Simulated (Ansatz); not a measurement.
# Iodine, solid I2 (Cmce): convergence with the k-point mesh

Computed with Ansatz, LDA, scalar-relativistic PAW, on the relaxed cell (a = 7.177 Å, b = 4.283 Å, c = 9.627 Å; spin not included). Errors count from a run at 420 eV on a Γ-centred 8×8×3 mesh with Fermi-Dirac smearing of 0.05 eV, extrapolated to zero width. Fixed here: cutoff 420 eV, Fermi-Dirac width 0.05 eV. The SCF starts from atomic densities corrected by a trained network.

```json
{"k-mesh": "2×2×1", "E(σ→0) error (meV/atom)": "-51.6", "P (GPa)": "0.25", "SCF iterations": "7"}
{"k-mesh": "2×2×1", "E(σ→0) error (meV/atom)": "-51.6", "P (GPa)": "0.25", "SCF iterations": "7"}
{"k-mesh": "3×3×2", "E(σ→0) error (meV/atom)": "-13.7", "P (GPa)": "-0.15", "SCF iterations": "6"}
{"k-mesh": "4×4×2", "E(σ→0) error (meV/atom)": "5.2", "P (GPa)": "-0.01", "SCF iterations": "7"}
{"k-mesh": "5×5×2", "E(σ→0) error (meV/atom)": "2.8", "P (GPa)": "-0.01", "SCF iterations": "6"}
{"k-mesh": "7×7×3", "E(σ→0) error (meV/atom)": "-0.1", "P (GPa)": "-0.04", "SCF iterations": "7"}
{"k-mesh": "9×9×4", "E(σ→0) error (meV/atom)": "-0.1", "P (GPa)": "-0.04", "SCF iterations": "7"}
{"k-mesh": "12×12×5", "E(σ→0) error (meV/atom)": "0.0", "P (GPa)": "-0.04", "SCF iterations": "7"}
```

Within 5 meV/atom of the last row: from 5×5×2 on.
